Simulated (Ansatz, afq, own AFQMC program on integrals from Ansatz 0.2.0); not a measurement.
Integrals from Ansatz 0.2.0, then the random walk in our own AFQMC program (afq).

```yaml
crystal:
  periodic: [false, false, false]
  atoms:
    - {symbol: B, position_ang: [-2.630497, 0.000000, 0.000000]}
    - {symbol: H, position_ang: [-3.227230, 1.033571, 0.000000]}
    - {symbol: H, position_ang: [-3.227230, -1.033571, 0.000000]}
    - {symbol: H, position_ang: [-1.282497, 0.000000, 0.000000]}
    - {symbol: Br, position_ang: [0.453503, 0.000000, 0.000000]}
basis:
  gaussian: {orbitals: cc-pVTZ}
magnetization: {spin_polarized: true, initial_magnetization: 1}
correlation: {method: ccsd_t, electrons: outside_noble_gas, hamiltonian_folder: ham}
```

```sh
$ ansatz run in.yaml --threads 1 --pin off --events-out ev --progress --plain --max-ram 24576MiB --backend cuda --devices 0, --max-vram 18GiB
```

Options of the walk:

```
--method phaseless --trial cisd --walkers 900 --populations 20 --least-time 60 --time-step 0.005 --steps-per-block 50 --equilibration-blocks 28 --max-blocks 4000 --target-error 0.00021 --factor-cut 1e-05 --start spin_pure --seed 2590 --release-times 0.24,0.51,0.99,1.62,2.4 --release-step 0.03 --release-every 3 --taylor-order 6
```

Times are imaginary, in 1/Eh. The walk had a cap of 231 s. With eight or more populations the least sampling time is a fifth of least-time, and the error comes from their spread. Filled inner d shells are frozen with the cores.

Output of the walk:

```
orbitals 100  electrons 7 6  factors 618 of 678
reference energy -2598.81629065 Eh
CCSD correlation -0.30341134 Eh in 11 cycles, weight of the determinant in the CISD state 0.8727
energy of the start -2599.118459 Eh
 block  time / (1/Eh)  mean weight  energy / Eh
     1     0.250  0.9994  -2599.114477
     2     0.500  1.0000  -2599.118085
     3     0.750  1.0000  -2599.120579
     4     1.000  0.9996  -2599.123211
     5     1.250  1.0000  -2599.125749
     9     2.250  0.9994  -2599.130227
    19     4.750  1.0002  -2599.130346
    28     7.000  0.9997  -2599.132327
    31     7.750  1.0000  -2599.130843
    43    10.750  0.9999  -2599.130820
    55    13.750  0.9994  -2599.130263
    67    16.750  1.0002  -2599.131811
    79    19.750  1.0000  -2599.130815
    91    22.750  1.0007  -2599.128896
   103    25.750  1.0004  -2599.131507
   109    27.250  1.0011  -2599.128638
   115    28.750  1.0002  -2599.130761
   127    31.750  1.0004  -2599.130489
   139    34.750  1.0006  -2599.131068
   151    37.750  0.9999  -2599.131241
   157    39.250  0.9996  -2599.130158
error from the spread of 20 populations
released: time / (1/Eh)  energy / Eh  error  mean overlap
  0.24  -2599.130728  0.000158  0.9960
  0.51  -2599.130743  0.000155  0.9961
  0.99  -2599.130985  0.000175  0.9846
  1.62  -2599.130837  0.000208  0.9811
  2.40  -2599.131062  0.000217  0.9655
energy -2599.130694 +/- 0.000206 Eh
(rows thinned)
```

The run passed its tests (sampling time, drift between the halves within three errors, error under three times the target), which doesn't prove that it has relaxed.

Against this walk (error 5.6 meV) on the same determinant: CCSD(T) 38.7 meV higher. The error is statistical and leaves out the bias of the constraint. Released to 2.40 1/Eh the energy moves by -10 ± 8 meV (both errors), within twice the noise.

Cautions: constraint bias not in the error; no relativity below Rb; no spin-orbit coupling; inner d shell frozen.

The walk took 2.2 min on 1 × NVIDIA H100 80GB HBM3 with 2 threads of AMD EPYC 7R13 Processor (Zen 3) (shared host) (the card was shared). The log's last line is the phaseless energy.

A walk keeps the symmetry of its determinant, which the program's search chose and which needn't be the lowest solution, so a lower state of the same spin and another symmetry isn't excluded.
